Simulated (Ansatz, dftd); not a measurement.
Reaction: CH4BCl (SMILES CBCl) → BHCl (SMILES [BH]Cl, doublet) + CH3 (SMILES [CH3], doublet) (the B-C bond breaks)
Each species at its own B3LYP-D3(BJ)/def2-TZVP minimum (Ansatz, a program for electronic structure).

Quantity: bond dissociation energy (electronic), in kcal/mol. Open shells are spin-unrestricted; no spin-orbit coupling. CBS(X,Y): correlation extrapolated as X^-3, Hartree-Fock from the larger set. A bracket is a step between two methods taken in the basis named. Functionals run without relativity, which enters their misses. 'core' is core correlation in cc-pwCVTZ (1s frozen past Ne), 'X2C' scalar relativity in cc-pVTZ-DK, both at CCSD(T).

Compared with CCSD(T)/CBS(cc-pV(T+d)Z,cc-pV(Q+d)Z) + [CCSDT(Q) - CCSD(T)]/cc-pV(D+d)Z + core + X2C (Ansatz).

Rank these levels by how close they come to it, closest first: r2SCANh-D4/def2-TZVPD (Ansatz + dftd4); CAM-B3LYP-D4/def2-TZVPD (Ansatz + dftd4); wB97M-V/def2-TZVPD (Ansatz).

wB97M-V/def2-TZVPD (112.4 kcal/mol, difference 2.0), CAM-B3LYP-D4/def2-TZVPD (108.1 kcal/mol, difference -2.3), r2SCANh-D4/def2-TZVPD (103.0 kcal/mol, difference -7.4)
